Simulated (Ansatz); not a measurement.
**Redistribution: C5H11N + CH4S → C5H10S + CH5N**

Species: C5H11N (cyclopentylamine) `NC1CCCC1`, singlet; CH4S `CS`, singlet; C5H10S (cyclopentanethiol) `SC1CCCC1`, singlet; CH5N `CN`, singlet. The partners trade NH2 for SH; both sit on C, so the bond types are kept.

Shapes, held fixed at every level: PBE0-D4/def2-TZVP. Flexible molecules stand in one conformer, not always the lowest. Programs: Ansatz 0.2.0. Electronic energies: no zero-point or thermal term.

| level | kind | ΔE (kJ/mol) | less CCSD(T)/CBS estimate |
| --- | --- | --- | --- |
| HF/def2-SVP | Hartree–Fock | +7.7 | +2.9 |
| PBE-D4/def2-TZVPP | GGA | +5.1 | +0.3 |
| wB97M-V/def2-TZVPP | range-separated hybrid | +6.8 | +2.0 |
| B2PLYP/def2-TZVPP | double hybrid | +5.8 | +1.0 |
| CCSD(T)/def2-SVP | coupled cluster or CI | +2.4 | -2.4 |
| CCSD(T)/def2-TZVPP | coupled cluster or CI | +5.1 | +0.3 |
| CCSD/def2-TZVPP | coupled cluster or CI | +6.2 | +1.4 |
| CCSD(T)/CBS estimate | coupled cluster or CI | +4.8 | 0.0 |

The highest level, CCSD(T)/CBS estimate, gives ΔE = +4.8 kJ/mol; the levels span +2.4 to +7.7. The column of differences is taken from that level and isn't an error. No measured value is set beside it here. The CBS estimate extrapolates MP2 from def2-TZVPP and def2-QZVPP and adds CCSD(T) − MP2 in the triple-zeta set, cores frozen.
